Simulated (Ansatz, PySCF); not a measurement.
This PySCF input computes a BLYP/def2-TZVPD energy:

```python
from pyscf import gto, scf, dft

mol = gto.M(
    atom='''
    C     1.14995060   -0.54805815    0.07775131
    C     0.10013169    0.48549506    0.15382061
    O    -1.15118388   -0.08480778   -0.21949146
    H    -1.80250648    0.62027496   -0.28928720
    H     0.05460212    0.90627730    1.17027120
    H     0.34691307    1.32963965   -0.51637605
    H     2.11023961   -0.38271992    0.54416248
    H     0.99972909   -1.41963110   -0.54227020
    ''',
    basis='def2-tzvpd',
    charge=0,
    spin=1,
    verbose=4,
)

mf = dft.UKS(mol, xc='blyp').density_fit(auxbasis='def2-universal-jkfit')
mf.grids.level = 3
mf.conv_tol = 1e-9
mf.max_cycle = 100
mf.max_memory = 1500
mf.kernel()
if not mf.converged:
    mf = mf.newton()
    mf.kernel(mf.make_rdm1())
for _ in range(2):
    mo, _, stable, _ = mf.stability(return_status=True)
    if stable:
        break
    mf.kernel(mf.make_rdm1(mo, mf.mo_occ))
mf.analyze()
```

### Question
Write an input for the same energy in Ansatz (a first-principles code) and say what it gives.

### Answer

Ansatz 0.2 input:
```yaml
crystal:
  periodic: [false, false, false]
  atoms:
    - {symbol: C, position_ang: [1.14995060, -0.54805815, 0.07775131]}
    - {symbol: C, position_ang: [0.10013169, 0.48549506, 0.15382061]}
    - {symbol: O, position_ang: [-1.15118388, -0.08480778, -0.21949146]}
    - {symbol: H, position_ang: [-1.80250648, 0.62027496, -0.28928720]}
    - {symbol: H, position_ang: [0.05460212, 0.90627730, 1.17027120]}
    - {symbol: H, position_ang: [0.34691307, 1.32963965, -0.51637605]}
    - {symbol: H, position_ang: [2.11023961, -0.38271992, 0.54416248]}
    - {symbol: H, position_ang: [0.99972909, -1.41963110, -0.54227020]}
basis:
  gaussian:
    orbitals: def2-TZVPD
hamiltonian:
  xc: {name: BLYP}
magnetization: {spin_polarized: true, initial_magnetization: 1}
output: {forces: true}
```
It gives -154.37525 Eh, and PySCF -154.37535 Eh, a difference of 0.10 mEh, from the treatment of integrals and grids.

It need not be the lowest isomer of its formula.
